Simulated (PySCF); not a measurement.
Dipole moment and polarisability of `C/C(C#N)=C/F`

Compound: C4H4FN.
SMILES with atom numbers: `[CH3:1]/[C:2]([C:3]#[N:4])=[CH:5]/[F:6]` (hydrogens: H7, H8, H9 on C1; H10 on C5)

Geometry (GFN2-xTB, Å), atoms numbered from 1 in this order:
```
atom  x, y, z in Å
C1    -1.2630   -0.0335    0.0962
C2     0.2256    0.0957   -0.0106
C3     0.7485    1.4080    0.0924
N4     1.1405    2.4807    0.1791
C5     1.0269   -0.9533   -0.1905
F6     2.3539   -0.8472   -0.2852
H7    -1.6029    0.3544    1.0557
H8    -1.7452    0.5497   -0.6874
H9    -1.5634   -1.0736    0.0041
H10    0.6880   -1.9763   -0.2762
```

Level: PBE0/def2-SVPD (PySCF), static field, nuclei fixed, core orbitals frozen in the response. The polarisability tensor in these axes (au):

```
x   54.64 -0.97 -1.56
y   -0.97 68.62  3.61
z   -1.56  3.61 37.11
```

Question: Diagonalise the tensor; give its mean and Δα, where Δα² is half the sum of the squared differences of the eigenvalues.

Answer: Principal values 36.59, 54.67 and 69.11 au; mean 53.46 au = 7.92 Å³ = 8.81 × 10⁻⁴⁰ C²·m²/J; Δα = 28.23 au (53 % of the mean).

Question: What is the dipole moment, and where does it point?

Answer: (-2.85, -3.80, -0.19) D, 4.75 D in size, pointing from the negative to the positive side. Measured along this direction, the outermost atoms are N4 at the negative end and H9 at the positive end.

Question: Refractivity n − 1 of an ideal gas of it at 400 K and 1 atm, from the electronic α?

Answer: N = p/kT = 1.8347 × 10¹⁹ cm⁻³, so n − 1 = 2π × N × 7.92 × 10⁻²⁴ cm³ = 913 × 10⁻⁶ at long wavelengths.

Question: Rayleigh depolarisation ratio (linearly polarised light, static tensor)?

Answer: ρ = 3Δα²/(45ᾱ² + 4Δα²) = 2390.7/(128588 + 3187.6) = 0.0181.

Question: Give the eigenvalues of the traceless quadrupole moment Θ = ½Σq(3rr − r²1), origin at the centre of nuclear charge.

Answer: -5.63, 2.41, 3.22 D·Å. The values depend on the origin, since the dipole doesn't vanish. The electronic extent ⟨r²⟩ about the same centre is 581 bohr², a root-mean-square distance of 1.92 Å for the 44 electrons.

Question: In TDDFT the mean static polarisability is Σ f/ω² over all singlet excitations (ω in hartree). How much of it do the 6 lowest give? Their energies (eV) and oscillator strengths: 6.29, 0.3199; 6.58, 0.0002; 6.86, 0.0016; 7.31, 0.0006; 7.58, 0.0109; 7.84, 0.0372.

Answer: They add up to 6.62 au, 12.4 % of the 53.46 au; the largest single term is 6.00 au, from the state at 6.29 eV. Terms in order: 6.00, 0.00, 0.03, 0.01, 0.14, 0.45 au. Higher excitations give the rest. The strengths listed sum to 0.370.

Isolated species at its GFN2-xTB geometry, gas phase.
